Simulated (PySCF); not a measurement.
**Isomerisation enthalpies of C3H4**

**Measured values to compare with.**

From Active Thermochemical Tables 1.112, for the gas at 298.15 K: enthalpy of formation of `C#CC` 185.83 ± 0.37 kJ/mol; enthalpy of formation of `C=C=C` (allene) 190.16 ± 0.36 kJ/mol.

The runs below try to reproduce these values; the comparison stands at the end.

Differences of these values give the isomerisation enthalpies. Geometries: PBE0-D3(BJ)/def2-SVP; runs in PySCF, gas phase, with a dispersion term only where the level names one. Total electronic energies (Eh):

```
SMILES  PBE0-D3(BJ)/def2-SVP
  C#CC            -116.42185
 C=C=C            -116.42491
```

Geometry of `C#CC` (Å):
```
atom  x, y, z in Å
C1     1.6959    0.2230   -0.1377
C2     0.4988    0.0661   -0.0465
C3    -0.9369   -0.1285    0.0646
H4     2.7587    0.3557   -0.2164
H5    -1.2786   -0.9358   -0.6018
H6    -1.4840    0.7875   -0.2067
H7    -1.2204   -0.3992    1.0936
```

Geometry of `C=C=C` (Å):
```
atom  x, y, z in Å
C1     1.3039    0.1621   -0.1224
C2     0.0132   -0.0152   -0.0098
C3    -1.2775   -0.1917    0.1027
H4     1.8976   -0.4250   -0.8309
H5     1.8294    0.9031    0.4891
H6    -1.9830    0.3807   -0.5089
H7    -1.6918   -0.9161    0.8116
```

Zero-point and thermal terms are left out, so the computed numbers are electronic energies.

## Comparison

Relative to `C#CC`, the lowest by measurement, in kJ/mol (measured: enthalpies at 298.15 K; computed: electronic energies):

| SMILES | measured | PBE0-D3(BJ)/def2-SVP |
| --- | --- | --- |
| C#CC | 0.0 | 0.0 |
| C=C=C | 4.3 | -8.0 |

Measured values: 185.83 kJ/mol (298.15 K; Active Thermochemical Tables 1.112) for the first row; the others come from the same table. Unsigned miss: PBE0-D3(BJ)/def2-SVP 12.3 kJ/mol. PBE0-D3(BJ)/def2-SVP puts another isomer lowest. Where a level misses, the cause wasn't examined.
